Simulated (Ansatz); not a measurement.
# Si2, triplet: reading a ladder of total energies

Geometry: that of the Si2, singlet, kept fixed.

```xyz
2

Si    0.0000    0.0000    0.0000
Si    0.0000    0.0000    2.2861
```

Basis 6-31G; Ansatz 0.2.0. Correlated methods freeze the noble-gas cores, which leaves 8 electrons in 16 orbitals. R marks a restricted (for open shells ROHF) determinant, U an unrestricted one.

Full CI is exact within this basis and frozen core; it isn't the basis-set limit. The frozen core follows each run's orbitals, which can shift R against U totals by a few meV.

The cluster runs stand on a determinant 0.38 eV above the lowest UHF solution, chosen by trial CCSD; the correlation energy below is counted from it.

Runs differ by some tens of microhartree through their thresholds and, for an open shell, their frozen cores, so steps under 0.1 kcal/mol mean nothing.

```tsv
level	total energy (hartree)
UHF determinant under the cluster runs	-577.670819
UMP2	-577.763342
UCCSD	-577.780228
UCCSD(T)	-577.784736
UCCSDT	-577.785787
UCCSDT(Q)	-577.787028
UCCSDTQ	-577.787177
full CI	-577.787366
```

Problem. What is the correlation energy at full CI, and what share of it do UMP2 and UCCSD recover?

Solution. E(corr) = -577.787366 − (-577.670819) = -0.116547 hartree = -3.171 eV. UMP2: -0.092523 / -0.116547 = 79.39 %. UCCSD: -0.109409 / -0.116547 = 93.88 %.

Problem. By how many kcal/mol does UCCSD(T) miss full CI (1 hartree = 627.509 kcal/mol), and which steps make up the rest?

Solution. -577.784736 − (-577.787366) = 0.002630 hartree = 1.65 kcal/mol. Steps: UCCSDT − UCCSD(T) = -0.66, UCCSDT(Q) − UCCSDT = -0.78, UCCSDTQ − UCCSDT(Q) = -0.09, full CI − UCCSDTQ = -0.12 kcal/mol. With more than one leading determinant such errors change with state and geometry, and needn't cancel in differences.
